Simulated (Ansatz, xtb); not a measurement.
## Relaxing a trial structure of C2H3F2+

The starting geometry of this gas-phase singlet was built from a drawn formula by distance geometry and a force field; its bonds are those of `[CH2+]C(F)F`.

```xyz
7

C    -1.4555    0.9375   -0.4454
C    -0.7695    1.1252   -1.7674
F     0.0675    2.1350   -1.7252
F    -0.0126   -0.0166   -2.0596
H    -1.6444    1.7906    0.1506
H    -1.7406   -0.1333   -0.1536
H    -1.4806    1.2440   -2.6083
```

Task: Predict what becomes of its bonds when it is optimised with r2SCAN-D4/def2-SVP.

Result: It rearranges to `C[C+](F)F`. Distances that change by over a tenth: C2–F4 (1.40 → 1.25 Å). Contacts that open: C2–H7 (1.11 → 2.05 Å). Contacts that close: C1–H7 (2.18 → 1.12 Å).

The energy falls by 2.97 eV over 13 steps:

| step | E − E(last) (eV) |
| --- | --- |
| 1 | 2.967 |
| 2 | 2.716 |
| 4 | 2.079 |
| 5 | 1.584 |
| 6 | 0.960 |
| 8 | 0.238 |
| 9 | 0.038 |
| 10 | 0.024 |
| 12 | 0.000 |
| 13 | 0.000 |

Final geometry (Å):

| atom | x (Å) | y (Å) | z (Å) |
| --- | --- | --- | --- |
| C | -1.5552 | 0.9764 | -0.8752 |
| C | -0.3128 | 1.0384 | -1.5983 |
| F | 0.3028 | 2.1109 | -1.8002 |
| F | 0.2302 | 0.0312 | -2.1079 |
| H | -1.6225 | 1.7911 | -0.1377 |
| H | -1.7237 | -0.0273 | -0.4580 |
| H | -2.3544 | 1.1617 | -1.6315 |

From the same start GFN2-xTB reaches the same bonding as this run.

No frequencies were run, so the end isn't proven a minimum. Run with Ansatz 0.2.0, 62 s on 1 thread of AMD EPYC (Zen 3), on a shared host.
